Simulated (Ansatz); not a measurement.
Zinc-blende HgSe, treated with PBE (plane waves, PAW; Ansatz, an electronic-structure program).

Settings: plane-wave cutoff 520 eV, 20×20×20 k mesh, Fermi–Dirac smearing 0.05 eV, scalar-relativistic PAW data made under PBE.

Cell (measured lattice):

```cif
data_HgSe
_chemical_formula_sum 'Hg1 Se1'
_space_group_name_H-M_alt 'P 1'
_space_group_IT_number 1
_cell_length_a 4.30274
_cell_length_b 4.30274
_cell_length_c 4.30274
_cell_angle_alpha 60.000
_cell_angle_beta 60.000
_cell_angle_gamma 60.000
loop_
_space_group_symop_operation_xyz
  'x, y, z'
loop_
_atom_site_label
_atom_site_type_symbol
_atom_site_fract_x
_atom_site_fract_y
_atom_site_fract_z
_atom_site_occupancy
Hg1 Hg 0.00000 0.00000 0.00000 1
Se1 Se 0.75000 0.75000 0.75000 1
```

Q: Estimate the elastic constant C44, Voigt–Reuss–Hill shear modulus (Hill average), elastic constant C11 and elastic constant C12 that the calculation returns.

A: 
elastic constant C44: 17.8 GPa
Voigt–Reuss–Hill shear modulus (Hill average): 10.8 GPa
elastic constant C11: 70.8 GPa
elastic constant C12: 60.6 GPa

Measured, for comparison: elastic constant C44 23.1 GPa, elastic constant C11 69 GPa, elastic constant C12 51.0 GPa (0 K, extrapolated to 0 K; as tabulated in Elastic constants of mercury selenide). Computed (rounded) less measured: elastic constant C44 -23 %, elastic constant C11 +3 %, elastic constant C12 +19 %.

Note: the solid has no gap at this level, which affects its response; the cell isn't this level's own, so it is under some stress, which shifts stiffness and frequencies.

Elastic constants are with the ions relaxed.

Spin–orbit coupling is not included; it can shift volumes and moduli of such heavy elements.

Computed values are for the static lattice.
